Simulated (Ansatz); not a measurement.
We consider 1T (CdI2-type) CdI2, described by PBEsol in Ansatz (plane waves, PAW).

Settings: plane-wave cutoff 520 eV, 12×12×6 k mesh (along the axes of the cell as run), Fermi–Dirac smearing 0.01 eV, scalar-relativistic PAW data made under PBE.

Energies at three volumes about the minimum:

```tsv
V (Å³/atom)	E − E_lowest (meV/atom)
35.137	0.47
35.854	0.00
36.572	0.32
```

Problem. Fit a parabola by hand: where is the minimum, and what is the bulk modulus?

Solution. Slopes: (0.00 − 0.47)/(35.854 − 35.137) = -0.656 and (0.32 − 0.00)/(36.572 − 35.854) = 0.446 meV/Å³. Curvature E″ = 2 × (0.446 − (-0.656))/(36.572 − 35.137) = 1.536 meV/Å⁶. From the middle of the first interval, the slope vanishes at V0 = 35.4955 − (-0.656)/1.536 = 35.923 Å³/atom. B = V0 E″ = 35.923 × 1.536 meV/Å³ × 0.1602 GPa per meV/Å³ = 8.84 GPa. The full Birch–Murnaghan fit to all volumes gives V0 = 35.876 Å³/atom and B0 = 8.6 GPa.

Shape and atoms are relaxed at each volume.

Note: the cell comes from a level without a dispersion term, which matters for the spacing of layers, chains or molecules; the cell has widely spaced layers and the level no dispersion term, so their spacing and the moduli can rest on weak binding.

Ansatz is a program for electronic structure.
